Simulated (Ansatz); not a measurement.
Litharge PbO was calculated with PBE in Ansatz (PAW).

Run with plane-wave cutoff 500 eV, 8×8×8 k mesh, gaussian smearing 0.02 eV, scalar-relativistic PAW data made under PBE.

Computed at the level's own relaxed cell.

What does this level give for the volume per atom, lattice constant a and lattice parameter c?


- volume per atom: 23.10 Å³/atom
- lattice constant a: 4.056 Å
- lattice parameter c: 5.615 Å

Measured, for comparison: lattice constant a 3.975 Å (room temperature, no zero-point or thermal correction, our sources range from 3.964 to 3.975; as tabulated in Canepa et al. (2012), arXiv:1204.2842); lattice parameter c 5.023 Å (room temperature, no zero-point or thermal correction, our sources range from 4.995 to 5.023; as tabulated in Canepa et al. (2012), arXiv:1204.2842). Computed (rounded) less measured: lattice constant a +2.0 % (+2.0 % to +2.3 % over the range), lattice parameter c +11.8 % (+11.8 % to +12.4 % over the range).

Note: the cell comes from a level without a dispersion term, which matters for the spacing of layers, chains or molecules; the cell has widely spaced layers and the level no dispersion term, so their spacing and the moduli can rest on weak binding.

Spin–orbit coupling is not included; it can shift volumes and moduli of such heavy elements.

Computed values are for the static lattice.

Computing time: very roughly 90 core-seconds.

Ansatz is a quantum-chemistry and plane-wave program.
